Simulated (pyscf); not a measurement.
`[CH3][Al]([CH3])[NH2]` → `[CH4]` + `[CH3][Al]=[NH]` (elimination; singlet surface; Al–C, H–N broken, C–H formed). Single points on ωB97X-D3(BJ)/def2-SVP structures (PySCF, gas phase). MP2 and CC: frozen core, UHF for open shells. ΔMP2 is the change of the MP2 total energy from the triple- to the quadruple-zeta basis. Energies in kcal/mol from the reactant's lowest minimum found.

```csv
level,barrier,reaction energy
PBE/def2-TZVP,(withheld),+57.1
r²SCAN/def2-TZVP,69.0,+60.9
B3LYP-D3(BJ)/def2-TZVP,72.0,+59.1
ωB97M-D3(BJ)/def2-TZVP,73.8,+61.3
HF/def2-TZVP,90.3,+63.3
CCSD(T)/def2-TZVPP,74.1,+60.1
CCSD(T)/def2-TZVPP + ΔMP2(QZVPP),(withheld),(withheld)
```

What belongs in the gaps?


- PBE/def2-TZVP, barrier: 65.2
- CCSD(T)/def2-TZVPP + ΔMP2(QZVPP), barrier: 73.7
- CCSD(T)/def2-TZVPP + ΔMP2(QZVPP), reaction energy: +60.3

Of the functionals in the table, ωB97M-D3(BJ) is closest to CCSD(T)/def2-TZVPP + ΔMP2(QZVPP) in the barrier (0.2 kcal/mol apart) and PBE least close (8.5 kcal/mol); that level has limits of its own. At the saddle there is also a short Al–H contact that neither side keeps. One saddle was located; it need not be the lowest between these sides. The CCSD(T) − MP2 part came from Ansatz, without density fitting, on the same reference.
